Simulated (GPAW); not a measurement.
# AlHClF (SMILES [F][AlH][Cl]): a chain of runs, part 2 of 2

GPAW 26.7.0.

## (3) Vibrational wavenumbers at PBEsol/dzp (scalar-relativistic datasets, shape nonlinear) (run 2)

Input file relaxed.xyz:

```xyz
4
Lattice="12.24 0.0 0.0 0.0 11.52 0.0 0.0 0.0 11.52" Properties=species:S:1:pos:R:3:magmoms:R:1:forces:R:3 free_energy=-15.021376790648928 energy=-15.021376790648928 dipole="0.07488878734595514 0.21921933147872416 -0.12017742180317084" magmom=0.0 pbc="F F F"
F        6.90469919       4.59636924       6.91876164       0.00000000       0.04418967       0.01536148       0.01264363
Al       6.52793000       5.69825750       5.71134854       0.00000000       0.02655668      -0.02432995       0.01317996
Cl       4.76811799       5.38134773       4.61444089       0.00000000      -0.01283144      -0.01620859       0.00239819
H        7.48419934       6.91522939       5.42281599       0.00000000       0.01109993      -0.00622882       0.02522727
```

Input file vib.py:

```python
from ase.io import read
from ase.thermochemistry import IdealGasThermo
from ase.vibrations import Vibrations
from gpaw import GPAW, setup_paths
from gpaw.atom.configurations import parameters
from gpaw.atom.generator import Generator

atoms = read('relaxed.xyz')

for symbol in ['Al', 'Cl', 'F', 'H']:
    Generator(symbol, xcname='PBEsol', scalarrel=True, nofiles=True, txt=None).run(**parameters[symbol])
setup_paths.insert(0, '.')

calc = GPAW(mode='lcao',
            convergence={'density': 1e-05},
            xc='PBEsol',
            basis='dzp',
            maxiter=120,
            symmetry='off',
            h=0.18,
            txt='molecule.txt')
atoms.calc = calc

energy = atoms.get_potential_energy()
vib = Vibrations(atoms, delta=0.01)
vib.run()
vib.summary()
freqs = vib.get_frequencies()
zpe = vib.get_zero_point_energy()

thermo = IdealGasThermo(vib_energies=vib.get_energies(), potentialenergy=energy, atoms=atoms, geometry='nonlinear',
                        symmetrynumber=1, spin=0.0, ignore_imag_modes=True)
H = thermo.get_enthalpy(400.0, verbose=False)
S = thermo.get_entropy(400.0, 1000.0, verbose=False)
G = thermo.get_gibbs_energy(temperature=400.0, pressure=1000.0)
```

Launch:

```bash
$ python3 vib.py
```

Standard output:

```text
---------------------
  #    meV     cm^-1
---------------------
  0    9.6i     77.5i
  1    4.7i     38.0i
  2   11.3      90.8
  3   12.2      98.6
  4   15.4     124.1
  5   29.1     234.7
  6   33.9     273.8
  7   53.9     434.6
  8   64.9     523.2
  9   91.8     740.3
 10  103.4     833.9
 11  236.5    1907.8
---------------------
Zero-point energy: 0.326 eV
Enthalpy components at T = 400.00 K:
===============================
Enthalpy components at T = 400.00 K:
===============================
E_pot                -15.021 eV
E_ZPE                  0.292 eV
Cv_trans (0->T)        0.052 eV
Cv_rot (0->T)          0.052 eV
Cv_vib (0->T)          0.059 eV
-------------------------------
U                    -14.567 eV
===============================
(C_v -> C_p)           0.034 eV
-------------------------------
H                    -14.533 eV
===============================

Entropy components at T = 400.00 K and P = 1000.0 Pa:
=================================================
{"":15s}{"S":13s}     {"T*S:13s}
S_trans (1 bar)    0.0017618 eV/K        0.705 eV
S_rot              0.0011022 eV/K        0.441 eV
S_elec             0.0000000 eV/K        0.000 eV
S_vib              0.0002323 eV/K        0.093 eV
S (1 bar -> P)     0.0003968 eV/K        0.159 eV
-------------------------------------------------
S                  0.0034931 eV/K        1.397 eV
=================================================

Free energy components at T = 400.00 K and P = 1000.0 Pa:
=======================
    H        -14.533 eV
 -T*S         -1.397 eV
-----------------------
    G        -15.930 eV
=======================
```

molecule.txt, shortened:

```text
[...]
Number of symmetries: 1
[...]
  Number of IBZ points: 1
[...]
basis functions: 44
Spin-components: 1 (collinear spins)
Bands:           13
[...]
  Valence electrons: 18.0
[...]
  Grid points: [68 64 64]
  Charge: 0.0  # |e|
[...]
    cutoffs:
[...]
occupation numbers:
  # Zero width
[...]
xc functional:
  name: PBEsol with 2 nearest neighbor stencil
[...]
|iter     |     time |      energy | eigst |  dens |
[...]
|iter:   1| 00:07:39 |  -15.021089c|      c|       |
[...]
Converged in 7 steps
[...]
dipole moment: (0.075339, 0.219540, -0.117386)  # |e|*Ang
Fermi level: -4.819
[...]
|iter:   7| 00:08:10 |  -15.021552c|      c| -5.33c|
Converged in 7 steps
[...]
Energy contributions relative to reference atoms: (reference = -21844.489474)
Energy contributions:
  Kinetic:          21.185200
  Coulomb:         -20.189288
  Zero:              0.286425
  External:          0.000000
  Xc:              -16.303888
  Entropy:           0.000000
  Spinorbit:         0.000000
  ----------------------------
  Free energy:     -15.021552
  Extrapolated:    -15.021552
dipole moment: (0.074523, 0.218991, -0.122971)  # |e|*Ang
Fermi level: -4.823
Eigenvalues  # (at kpt = [0.000, 0.000, 0.000])
| band index |      eig [eV] | occ [0-2] |
|------------|---------------|-----------|
|          0 |       -28.347 |     2.000 |
|          1 |       -20.293 |     2.000 |
|          2 |       -11.366 |     2.000 |
|          3 |        -9.808 |     2.000 |
|          4 |        -9.576 |     2.000 |
|          5 |        -9.504 |     2.000 |
|          6 |        -8.309 |     2.000 |
|          7 |        -8.076 |     2.000 |
|          8 |        -7.779 |     2.000 |
|          9 |        -1.867 |     0.000 |
|         10 |        -1.086 |     0.000 |
|         11 |         0.566 |     0.000 |
[...]
Gap: 5.912 eV
Transition (v -> c):
[...]
Forces  # eV/Ang
|        x |        y |        z |
|----------|----------|----------|
|  0.04164 |  0.00915 |  0.01060 |  # F    0
|  0.01453 | -0.03931 |  0.03163 |  # Al   1
| -0.00962 | -0.01418 | -0.00089 |  # Cl   2
|  0.02053 |  0.01508 |  0.01090 |  # H    3
Force computation time: 0.637  # s
timing:  # [seconds]
  Total:  490.452  # ━━━━━━━━━━━━━━━━━━━━━━━━━━━━━━━━━━━━━━━━━━━━━━━━━━━━━━━━
  Init:    16.791  # ━━
  SCF:    390.427  # ━━━━━━━━━━━━━━━━━━━━━━━━━━━━━━━━━━━━━━━━━━━━╸
  Forces:  11.838  # ━╸
  Move:    70.874  # ━━━━━━━━
```

Wall time 8.2 min (1 thread of Intel Xeon at 2.50GHz (Skylake/Cascade Lake), shared host); peak memory 0.71 GiB.

## (4) What came out

What follows sums up all 2 parts.

| quantity | value |
| --- | --- |
| run 1, PBEsol/dzp: energy as printed (from the program's reference atoms) | -15.0214 eV |
| run 1, PBEsol/dzp: dipole moment | 1.25 D |
| run 1, PBEsol/dzp: HOMO energy | -7.77 eV |
| run 1, PBEsol/dzp: LUMO energy | -1.87 eV |
| run 1, PBEsol/dzp: HOMO–LUMO gap | 5.91 eV |
| run 2, PBEsol/dzp: lowest harmonic wavenumber | 274 cm⁻¹ |
| run 2, PBEsol/dzp: highest harmonic wavenumber | 1908 cm⁻¹ |
| run 2, PBEsol/dzp: zero-point energy | 28.2 kJ/mol |
| run 2, PBEsol/dzp: ideal-gas entropy at 400 K and 1000 Pa (symmetry number 1 as used) | 80.6 cal/(mol K) |

The optimisation (run 1, PBEsol/dzp) took 27 steps and changed the energy by -0.135 eV. All 6 modes (run 2, PBEsol/dzp) are real, so the shape is a minimum at this level.
